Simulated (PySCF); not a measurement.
Gas-phase reaction: SiH₂(NH₂)₂ + 2 N + 2 H ⇌ Si(NH₂)₄

Computed with PySCF and rigid-rotor harmonic-oscillator thermochemistry at 1 bar. † marks an energy on the PBE0/def2-TZVP geometry and frequencies; other levels use their own. CCSD(T) freezes the core. 6-31G* has spherical d functions here. Open shells (unrestricted): N (multiplicity 4), H (multiplicity 2); the rest are closed-shell singlets. B3LYP is the form with VWN-RPA correlation. No R ln 2 is added for the mirror-image form of SiH₂(NH₂)₂. SiH₂(NH₂)₂, Si(NH₂)₄: computed as isolated molecules; such fragments, hydroxides, amides, oligomers or adducts are transient or little studied in the gas. CCSD(T) isn't extrapolated to the basis-set limit. The harmonic model lacks anharmonicity and excited electronic states, which grow with temperature; levels with a mode under 35 cm⁻¹ are left out. Internal rotation in SiH₂(NH₂)₂, Si(NH₂)₄ is treated as a harmonic vibration of one conformer, which makes the entropy rough.

ΔH° and ΔS° at 298 K: B3LYP/6-31G* -1523 kJ, -489 J/K; B3LYP/def2-TZVP† -1580 kJ, -490 J/K; BLYP/def2-TZVP† -1587 kJ, -490 J/K; CCSD(T)/def2-SVP† -1412 kJ, -490 J/K; HF/def2-TZVP† -957 kJ, -490 J/K; M06-2X/def2-TZVP† -1600 kJ, -490 J/K.

### Question
With the heat capacities included, give log10 K (1 bar) at 600, 1000, 1400, 1600, 2000 K from B3LYP/6-31G*, B3LYP/def2-TZVP†, BLYP/def2-TZVP†, CCSD(T)/def2-SVP†, HF/def2-TZVP†, M06-2X/def2-TZVP†.

### Answer
| T (K) | B3LYP/6-31G* | B3LYP/def2-TZVP† | BLYP/def2-TZVP† | CCSD(T)/def2-SVP† | HF/def2-TZVP† | M06-2X/def2-TZVP† |
|---|---|---|---|---|---|---|
| 600 | 106.7 | 111.7 | 112.3 | 97.1 | 57.5 | 113.5 |
| 1000 | 53.3 | 56.3 | 56.7 | 47.6 | 23.8 | 57.4 |
| 1400 | 30.4 | 32.5 | 32.8 | 26.3 | 9.3 | 33.3 |
| 1600 | 23.2 | 25.1 | 25.3 | 19.6 | 4.8 | 25.8 |
| 2000 | 13.2 | 14.7 | 14.9 | 10.3 | -1.6 | 15.2 |
